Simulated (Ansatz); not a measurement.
Zinc-blende BeTe was calculated with r²SCAN50 (Ansatz, a first-principles code, PAW).

The input as run:

Ansatz 0.2 input:
```yaml
crystal:
  lattice:
    - [0.0, 2.806931883, 2.806931883]
    - [2.806931883, 0.0, 2.806931883]
    - [2.806931883, 2.806931883, 0.0]
  atoms:
    - { symbol: Be, position: [0.0, 0.0, 0.0] }
    - { symbol: Te, position: [0.25, 0.25, 0.25] }
basis:
  ecutwfc: 520
  ecutrho_ratio: 4
  xc_grid: 3
kpoints:
  mp_grid: { grid: [8, 8, 8] }
hamiltonian:
  xc: r2scan50
  dispersion: none
  pseudopotentials: { kind: paw }
scf:
  occupations: { method: fermi_dirac, width: 0.01 }
  convergence: { dr2_threshold: 0.0000000002 }
output:
  forces: true
  stress: true
  eigenvalues: true
```

Problem. How many irreducible k-points, plane waves at Γ does the program set up, and what pressure does the run end with?

Solution. 29 irreducible k-points, 1243 plane waves at Γ; P = -0.13 GPa, so the cell is stretched on average and its volume would shrink at this level.

Output (set-up and result lines):

```
WARN output.stress: scf.exx.energy_threshold = 1e-6 eV is looser than the 2e-8 eV advised for a stress under a hybrid functional (1e-8 eV for each atom of the …
Crystal: 2 atoms, lattice volume = 44.231 Å³
Basis set: ecut = 520 eV, 1243 PW (Γ), exchange–correlation on 90×90×90 points (27 copies of the dense FFT grid, shifted against one another)
Bands: 13, of which v1, the nominal top of the filled ones, is band 9 counted from 1 (8 counted from 0)
Symmetry: 24 space group operations
Space group: F-43m (ITA 216), of the structure as read, at distance tolerance 3.5e-5 Å
k-points: 29 of 512 (time reversal used)
Functional: x = r2scan, c = r2scan; τ floored in thin density (d = 2e-4 eV/Å³), warm-up for x = 0.5 r2scan + 0.5 exact, c = r2scan; τ floored in thin density (d = 2e-4 eV/Å³)
SCF iter   1: F=—  HF=-7089.045558 eV  |F-HF|=—  |Δ(HF+E_count)|=         —  Δρ=3.51e-3  dr2=7.79e-3  dr2_τ=1.77e-2
SCF iter   2: F=—  HF=-7089.079346 eV  |F-HF|=—  |Δ(HF+E_count)|=   3.38e-2  Δρ=1.82e-3  dr2=1.45e-3  dr2_τ=2.61e-5
  ...
Crystal: 2 atoms, lattice volume = 44.231 Å³
Initial density: handed on by an earlier stage of this run
Functional: x = 0.5 r2scan + 0.5 exact, c = r2scan; τ floored in thin density (d = 2e-4 eV/Å³)
Crystal: 2 atoms, lattice volume = 44.231 Å³
Crystal: 2 atoms, lattice volume = 44.231 Å³
SCF iter   3: F=—  HF=-7089.364857 eV  |F-HF|=—  |Δ(HF+E_count)|=  7.23e-10  Δρ=8.65e-7  dr2=9.81e-10  dr2_τ=1.02e-11
SCF iter   4: F=-7089.364857 eV  HF=-7089.364857 eV  |F-HF|=7.46e-11  |Δ(HF+E_count)|=  7.09e-11  Δρ=3.44e-7  dr2=1.30e-10  dr2_τ=3.80e-13
SCF 4 converged in 4 iterations: F = -7089.364857 eV  dr2 = 1.30e-10
Free energy (F): -7089.364857 eV
Internal energy: -7089.364857 eV  (E = F + TS)
E sigma→0 (E₀):  -7089.364857 eV
Fermi energy:    8.300253 eV
--- Stress (GPa, compression-positive) ---
       -0.130200      -0.000000      -0.000000
       -0.000000      -0.130200       0.000000
       -0.000000       0.000000      -0.130200
  P = ⅓ Tr σ = -0.1302 GPa (-1.302 kbar)
```

The cell is one volume of an energy–volume scan, off the minimum.

The PAW data were made under PBE.
